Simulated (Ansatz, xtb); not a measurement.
## C3H5NO2: 3 structures ranked

3 gas-phase structures of C3H5NO2, from a drawn sample of its isomers (lower ones may exist). Each was relaxed with GFN2-xTB; where two conformers were screened, the lower at r2SCAN-D4/def2-SVP is listed:

A. `N/C(C=O)=C/O`, a singlet
B. `N/C(C=O)=C\O`, a singlet
C. `[H]/N=C(/C=O)CO`, a singlet

Task: Make a reasoned guess at their ranking by r2SCAN-D4/def2-SVP single-point energy.

Result: Calculated order at r2SCAN-D4/def2-SVP: B (0.0), A (29.1), C (55.2) kJ/mol.

Energies above the lowest of each column, in kJ/mol; the last columns are at B3LYP-D3(BJ)/def2-SVP geometries and were run for some of them only (a dash: not run or not comparable):

```csv
structure,GFN2-xTB,HF/STO-3G,r2SCAN-D4/def2-SVP,B3LYP-D3(BJ)/def2-SVP,CCSD(T)/def2-SVP + ΔMP2/def2-TZVPP
B,0.0,8.6,0.0,0.0,0.0
A,13.4,25.7,29.1,35.5,32.8
C,51.3,0.0,55.2,–,–
```

CCSD(T)/def2-SVP + ΔMP2/def2-TZVPP puts B lowest of those it was run on; HF/STO-3G picks C. Flexible structures stand in one conformer each, not always the lowest. Frequencies (B3LYP-D3(BJ)/def2-SVP) were run for A, B alone. ΔMP2 is the change of the MP2 energy from the smaller to the larger basis.

Programs: Ansatz 0.2.0, xtb 6.7.1.
